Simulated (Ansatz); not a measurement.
# AlNH2 (quintet): the correlation ladder, def2-TZVPP

An exercise on one series of results from a longer session: the logs are not shown, and one member is left open.

Method: def2-TZVPP, core rule «outside noble gas», up to 6 orbitals frozen; program: Ansatz 0.2.0, Gaussian basis.

To be run: UHF; ROHF; CCSD(T) on UHF.

2 further runs of the same task are left out: 2 set aside as unsound or not needed.

## What is computed

The geometry is a PBE0/def2-TZVP stationary point (not a proven minimum) of the parent state, kept for this charge and spin.

4 atoms, charge 0, spin multiplicity 5.

Atoms are counted from 1 here; the program's logs count them from 0.

Bond lengths: Al1–N2 1.771 Å, N2–H3 1.007 Å, N2–H4 1.007 Å. Angles: Al1–N2–H3 124.1°, Al1–N2–H4 124.1°, H3–N2–H4 111.7°.

The first run:

Contents of in.yaml:

```yaml
crystal:
  periodic: [false, false, false]
  atoms:
    - {symbol: Al, position_ang: [0.000000, 0.000000, 0.686473]}
    - {symbol: N, position_ang: [0.000000, 0.000000, -1.084932]}
    - {symbol: H, position_ang: [0.000000, 0.833405, -1.649784]}
    - {symbol: H, position_ang: [0.000000, -0.833405, -1.649784]}
basis:
  gaussian: {orbitals: def2-TZVPP}
magnetization: {spin_polarized: true, initial_magnetization: 4}
hamiltonian: {xc: hf}
output: {orbitals: {seedname: orbitals}}
```

Run with:

```
> ansatz run in.yaml --threads 1 --pin off --events-out ev --progress --plain --max-ram 4096MiB --backend cpu
```

Among the steps run: UHF; ROHF; CCSD(T) on UHF.

One table of the session follows, with a row left open; its other results are not shown here.

It belongs to the step «Misses and costs». 

| method | from UCCSD(T) (kJ/mol) |
| --- | --- |
| ROHF | +614.8 |
| UHF | +601.2 |
| UMP2 | ? |
| UCCSD | +16.7 |
| UCCSD(T) | 0 |

Estimate the missing values for UMP2.

**Answer.** from UCCSD(T) (kJ/mol): +78.1. In the column «from UCCSD(T) (kJ/mol)» it lies between UCCSD (+16.7) and UHF (+601.2).
